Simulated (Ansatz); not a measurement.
Results of PBE in Ansatz (PAW) for zinc-blende CdSe.

The same calculation (at a fixed cell, not relaxed at this level and not confirmed as the measured one, 27.708 Å³/atom) with different numerical settings:

| run | k mesh | high-frequency dielectric constant | static dielectric constant | zone-centre TO phonon frequency (cm⁻¹) |
|---|---|---|---|---|
| 1 | 4×4×4 | 6.827 | 10.038 | 175.1 |
| 2 | 6×6×6 | 7.229 | 10.335 | 175.3 |
| 3 | 8×8×8 | 7.415 | 10.495 | 175.3 |
| 4 | 12×12×12 | 7.571 | 10.638 | 175.4 |
| 5 | 16×16×16 | 7.635 | 10.699 | 175.4 |
| 6 | 20×20×20 | 7.665 | 10.729 | 175.4 |

In the column high-frequency dielectric constant the first row differs from the last by -0.838 and the next to last by -0.030.

The last row is no converged limit: other settings stay fixed.

Note: the run warned that the k mesh is coarse for the response to a field.

Ansatz is a quantum-chemistry and plane-wave program.
